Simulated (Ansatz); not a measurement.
System: C3H5, charge 0, doublet. C3H5 (SMILES C([CH2])=C, doublet).
B3LYP-D3(BJ)/def2-TZVP minimum from Ansatz (a quantum-chemistry and plane-wave program):
```
C
C 1 1.3797
C 1 1.3797 2 124.97
H 3 1.0806 1 121.50 2 180.00
H 2 1.0806 1 121.50 3 180.00
H 3 1.0830 4 117.52 1 180.00
H 2 1.0830 5 117.52 1 180.00
H 1 1.0865 2 117.52 5 0.00
```
Charge 0, spin multiplicity 2.

Total energies in hartree (Ansatz). UHF or UKS for unpaired electrons; spin-orbit terms are left out. Correlated methods leave the cores frozen. No relativity. For partners of very few electrons the exact lower level stands in for a higher one. The UHF reference of C3H5 ([CH2]C=C, doublet) is spin-contaminated (<S^2> up to 0.20 over the pure value in the sets run).

| species | HF/cc-pVTZ | CCSD(T)/cc-pVTZ | HF/cc-pVQZ | CCSD(T)/cc-pVQZ | CCSD(T)/cc-pVDZ | CCSDT(Q)/cc-pVDZ |
|---|---|---|---|---|---|---|
| 1: C3H5 (SMILES [CH2]C=C, doublet) | -116.51146 | -117.03223 | -116.51898 | -117.06590 | -116.91163 | -116.91406 |
| 2: C (triplet) | -37.69157 | -37.78076 | -37.69331 | -37.78654 | -37.76038 | -37.76071 |
| 3: H (doublet) | -0.49981 | -0.49981 | -0.49995 | -0.49995 | -0.49928 | -0.49928 |

### Question
Work out the atomisation energy (electronic, to ground-state atoms) in kcal/mol: take Hartree-Fock from cc-pVQZ, extrapolate the CCSD(T) correlation energy as X^-3 (X = 3, 4), and add CCSDT(Q) - CCSD(T) in cc-pVDZ. 1 hartree = 627.51 kcal/mol.

### Answer

Species 1: correlation (64·(-0.54692) - 27·(-0.52077))/37 = -0.56600; step -0.00243; E1 = -116.51898 + (-0.56600) + (-0.00243) = -117.08741
Species 2: correlation (64·(-0.09323) - 27·(-0.08919))/37 = -0.09618; step -0.00033; E2 = -37.69331 + (-0.09618) + (-0.00033) = -37.78982
Species 3: correlation (64·(0.00000) - 27·(0.00000))/37 = 0.00000; step +0.00000; E3 = -0.49995 + (0.00000) + (+0.00000) = -0.49995
-1·E1 +3·E2 +5·E3 = 1.21820 hartree = 764.4 kcal/mol.
